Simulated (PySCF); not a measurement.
H₂P, SMILES [PH2], multiplicity 2.

The structure is a stationary point at ωB97X-D3(BJ)/def2-TZVPD. The isomer is the one that the SMILES or the coordinates give; other isomers of the formula were not compared.

The numbers are results of TDA-PBE/def2-TZVPD in PySCF 2.14.0, not measurements.

Vertical excitations. The molecule is in vacuum.

Computed excitation energies, oscillator strengths and character:
| state | energy (eV) | λ (nm) | f | main pairs |
|---|---|---|---|---|
| root 1 | 2.95 | 420 | 0.005 | β HOMO→LUMO 99 % |
| root 2 | 5.02 | 247 | 0.000 | α HOMO→LUMO+1 9 %, β HOMO−1→LUMO 91 % |
| root 3 | 5.65 | 219 | 0.032 | α HOMO→LUMO 99 % |
| root 4 | 5.66 | 219 | 0.000 | α HOMO→LUMO+1 91 %, β HOMO−1→LUMO 9 % |
| root 5 | 6.21 | 200 | 0.000 | α HOMO−1→LUMO+1 41 %, β HOMO→LUMO+1 57 % |
| root 6 | 6.82 | 182 | 0.003 | α HOMO−1→LUMO 34 %, β HOMO→LUMO+2 63 % |
| root 7 | 7.30 | 170 | 0.134 | α HOMO→LUMO+2 95 % |
| root 8 | 7.31 | 170 | 0.147 | α HOMO−1→LUMO 62 %, β HOMO→LUMO+2 35 % |
| root 9 | 7.73 | 160 | 0.004 | α HOMO→LUMO+4 55 %, α HOMO−1→LUMO+1 29 %, β HOMO→LUMO+1 14 % |
| root 10 | 8.07 | 154 | 0.013 | α HOMO→LUMO+3 99 % |
Unrestricted roots are not spin-pure.
